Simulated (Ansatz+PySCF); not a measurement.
The numbers below are computed, except where a source is named.
## Ansatz (development build ahead of 0.2.0) run

```yaml
crystal:
  periodic: [false, false, false]
  atoms:
    - { symbol: S, position_ang: [0.0, 0.0, 0.0] }
    - { symbol: H, position_ang: [1.23273, 0.0, 1.03438] }
    - { symbol: H, position_ang: [-1.23273, 0.0, 1.03438] }
basis:
  gaussian: { orbitals: "6-31G" }
total_charge: 1
magnetization:
  initial_magnetization: 1
hamiltonian:
  xc: hf
correlation:
  method: fci
  frozen_orbitals: { H: 0, S: 5 }
```

The input is written out in the form of the current development build from the run's settings.

The run gave:

* Converged: yes
* Total energy: -398.31827 hartree
* State: lowest doublet root, of any spatial symmetry
